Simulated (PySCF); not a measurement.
SN⁺: frontier orbitals

PBE0 at R = 1.432 Å; basis S aug-cc-pV(D+d)Z, N aug-cc-pVDZ; no relativity; PySCF 2.14. State: ¹Σ⁺ (singlet), closed shell. Only the outer orbitals are listed, counted within each symmetry.

```json
{"orbital": "5σ", "occ.": "2", "ε (eV)": "-36.52", "on S (%)": "42", "main shells (%)": "48 N s, 33 S s, 10 N p"}
{"orbital": "6σ", "occ.": "2", "ε (eV)": "-25.71", "on S (%)": "72", "main shells (%)": "59 S s, 28 N s, 13 S p"}
{"orbital": "2π", "occ.": "2", "ε (eV)": "-20.28", "on S (%)": "52", "main shells (%)": "50 S p, 46 N p"}
{"orbital": "2π", "occ.": "2", "ε (eV)": "-20.28", "on S (%)": "52", "main shells (%)": "50 S p, 46 N p"}
{"orbital": "7σ", "occ.": "2", "ε (eV)": "-19.80", "on S (%)": "24", "main shells (%)": "49 N p, 27 N s, 24 S p"}
{"orbital": "3π", "occ.": "0", "ε (eV)": "-11.96", "on S (%)": "55", "main shells (%)": "48 S p, 46 N p"}
{"orbital": "3π", "occ.": "0", "ε (eV)": "-11.96", "on S (%)": "55", "main shells (%)": "48 S p, 46 N p"}
{"orbital": "8σ", "occ.": "0", "ε (eV)": "-6.57", "on S (%)": "101", "main shells (%)": "53 S p, 35 S d, 13 S s"}
```

Question: Which are the highest filled and the lowest empty level, where do they sit, and how wide is the gap?

Answer: Highest filled 7σ at -19.80 eV (in %: 49 N p, 27 N s, 24 S p); lowest empty 3π at -11.96 eV (in %: 48 S p, 46 N p); the gap at PBE0 is 7.84 eV.

The bond order (Mayer) is 2.62. The ⟨S²⟩ is 0.000. The charge on S (Mulliken, basis-dependent) is 1.15 and the charge on S (Löwdin, basis-dependent) is 1.33. The dipole moment (positive dipole points towards N; it is taken about the centre of mass and depends on that origin) is -2.08 D. The polarisability along the bond is 23.2 bohr³ and the polarisability across the bond is 13.7 bohr³.

Shares are Mulliken populations and can fall outside 0 to 100 %.
